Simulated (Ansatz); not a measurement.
in.yaml

```yaml
crystal:
  periodic: [false, false, false]
  atoms:
    - {symbol: Al, position_ang: [-0.963407, 0.000000, 0.000000]}
    - {symbol: H, position_ang: [-1.756331, 1.373384, 0.000000]}
    - {symbol: H, position_ang: [-1.756331, -1.373384, 0.000000]}
    - {symbol: H, position_ang: [0.928593, 0.000000, 0.000000]}
    - {symbol: B, position_ang: [2.149593, 0.000000, 0.000000]}
    - {symbol: H, position_ang: [2.658666, 0.000000, 1.077008]}
    - {symbol: H, position_ang: [2.658666, 0.000000, -1.077008]}
basis:
  gaussian: {orbitals: cc-pVDZ}
magnetization: {spin_polarized: true, initial_magnetization: 1}
correlation: {method: ccsd_t, electrons: outside_noble_gas}
output: {forces: true}
```

```sh
$ ansatz run in.yaml --threads 1 --pin off --events-out ev --progress --plain --max-ram 2393MiB
```

Output:

```
525 factors; integrals over basis functions are off by at most 1.2e-3 eV
mean field evaluation 1: about -7327.9312 eV, gradient 1.2e1 eV
mean field evaluation 2: about -7327.9663 eV, gradient 1.2e1 eV
mean field evaluation 4: about -7329.5581 eV, gradient 1.2e0 eV
mean field evaluation 8: about -7329.5805 eV, gradient 8.3e-4 eV
mean field evaluation 16: about -7329.5176 eV, gradient 1.2e0 eV
mean field evaluation 32: about -7329.6347 eV, gradient 5.1e-2 eV
mean field evaluation 64: about -7329.7400 eV, gradient 1.2e0 eV
mean field evaluation 96: about -7329.8218 eV, gradient 2.7e-2 eV
mean field evaluation 128: about -7329.5800 eV, gradient 1.1e-1 eV
mean field evaluation 160: about -7329.8220 eV, gradient 5.4e-3 eV
mean field evaluation 192: about -7329.5805 eV, gradient 3.1e-3 eV
mean field -7329.82200789 eV, -269.3659904580 hartree, gradient 9.6e-6 eV, S^2 0.758682; 11 other end points of the search recorded, 0 dependent functions left out
determinant -7329.82200789 eV, -269.3659904580 hartree, with singles and doubles -7335.31479019 eV, -269.5678464847 hartree
determinant -7329.62770524 eV, -269.3588499675 hartree, with singles and doubles -7335.14321674 eV, -269.5615412766 hartree
determinant -7329.58052775 eV, -269.3571162267 hartree, with singles and doubles -7335.24562471 eV, -269.5653046999 hartree
determinant -7329.82200789 eV, -269.3659904580 hartree, with singles and doubles -7335.31486634 eV, -269.5678492831 hartree
determinant -7329.62770524 eV, -269.3588499675 hartree, with singles and doubles -7335.14354359 eV, -269.5615532882 hartree
determinant -7329.58052775 eV, -269.3571162267 hartree, with singles and doubles -7335.24569609 eV, -269.5653073231 hartree
6 core orbitals not correlated: weight in the atoms' cores, before any rotation towards them, 1.000 or more for the frozen orbitals, at most 0.000 for the correlated occupied ones
reference -7329.82200789 eV, -269.3659904580 hartree; 6, 5 occupied and 45, 46 virtual orbitals, 525 factors
second order -4.28404613 eV of doubles, -0.00000000 eV of singles
cycle   1  -5.49286547 eV  change   -7.0e-6 eV  update   3.8e-6
cycle   2  -5.49286795 eV  change   -2.5e-6 eV  update   2.3e-6
cycle   3  -5.49286981 eV  change   -1.9e-6 eV  update   1.4e-6
cycle   4  -5.49286890 eV  change    9.1e-7 eV  update   3.6e-7
cycle   5  -5.49286843 eV  change    4.7e-7 eV  update   1.7e-7
cycle   6  -5.49286848 eV  change   -5.2e-8 eV  update   6.6e-8
cycle   7  -5.49286852 eV  change   -3.8e-8 eV  update   3.3e-8
cycle   8  -5.49286853 eV  change   -8.3e-9 eV  update   2.0e-8
cycle   9  -5.49286853 eV  change   -1.4e-9 eV  update   1.4e-8
perturbative correction -0.09603514 eV, -0.0035292261 hartree
the calculation of the forces begins
the multipliers restart with 30 DIIS vectors
Total energy: -7335.41091155 eV, -269.5713788793 hartree
Atom 0 at    -0.963407     0.000000     0.000000 Å, force    -1.339189    -0.000000     0.000000 eV/Å
Atom 1 at    -1.756331     1.373384     0.000000 Å, force    -0.381936     0.278027    -0.000000 eV/Å
Atom 2 at    -1.756331    -1.373384     0.000000 Å, force    -0.381936    -0.278027    -0.000000 eV/Å
Atom 3 at     0.928593     0.000000     0.000000 Å, force     0.745127     0.000000    -0.000000 eV/Å
Atom 4 at     2.149593     0.000000     0.000000 Å, force     0.316051    -0.000000    -0.000000 eV/Å
Atom 5 at     2.658666     0.000000     1.077008 Å, force     0.520942     0.000000     0.233473 eV/Å
Atom 6 at     2.658666     0.000000    -1.077008 Å, force     0.520942    -0.000000    -0.233473 eV/Å
Dipole moment:     0.395191    -0.000000     0.000000 e Å
```

Forces (eV/Å):
```
Al  -1.339  0.000  0.000
H   -0.382  0.278  0.000
H   -0.382 -0.278  0.000
H    0.745  0.000  0.000
B    0.316  0.000  0.000
H    0.521  0.000  0.233
H    0.521  0.000 -0.233
```

For the same geometry and basis UCCSDT(Q) lies 30.0 meV lower.

Ran on 1 thread of Arm Neoverse V1, shared host: 51 s wall, 0.28 GiB peak host memory.
